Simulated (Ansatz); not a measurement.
C3H6O2 can be A, `C=C(O)CO`, or B, `C=C(O)OC`.

Gas-phase electronic energies from Ansatz, PBE0-D4/def2-TZVP geometries. CCSD(T)/CBS is the MP2 limit (def2-TZVPP, def2-QZVPP) plus CCSD(T) − MP2 in def2-TZVPP, frozen cores. DFT in def2-TZVPP. B3LYP here is the variant with VWN-RPA as its local correlation; programs differ in this. Each species was taken in one conformer, which may not be the lowest.

**Question.** Which isomer does CCSD(T)/CBS put lower? Give the gap. (Best estimate.)

**Answer.** Ansatz gave: A, by 16.1 kJ/mol.

**Question.** Give E(B) − E(A) in kJ/mol with CCSD/def2-TZVPP, r2SCAN-D4, CCSD(T)/def2-TZVPP, B2PLYP, HF/def2-TZVPP, B3LYP-D4, MP2/def2-TZVPP. (Best estimate.)

**Answer.** Computed: CCSD/def2-TZVPP 14.0, r2SCAN-D4 7.4, CCSD(T)/def2-TZVPP 14.6, B2PLYP 10.4, HF/def2-TZVPP 3.2, B3LYP-D4 8.8, MP2/def2-TZVPP 14.7. None reverses the order clearly.

Largest T1 diagnostic: 0.012.

In def2-TZVPP, CCSD(T) changes the Hartree–Fock value by +11.4 kJ/mol (the triples alone add +0.6 kJ/mol) and MP2 by +11.5 kJ/mol.
